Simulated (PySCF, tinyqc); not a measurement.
Inside a calculation. Method: RHF in the sto-6g basis, for BH, spin multiplicity 1. This run ends on a higher stationary point, not on the lowest solution. The lowest restricted solution is unstable here: a spin-polarised one lies 0.0154 hartree lower (PySCF). One step of it, computed by the program tinyqc.

Question. Iteration 3: DIIS coefficients. Solve [B -1; -1 0][c; lambda] = [0; -1] for the coefficients, which sum to one.

B (overlaps of the stored error matrices):
```
               1              2
1  2.4180402e-02  1.1074595e-02
2  1.1074595e-02  5.2890200e-03
```

Give: DIIS coefficients.

Answer.

DIIS coefficients: -0.7904  1.7904
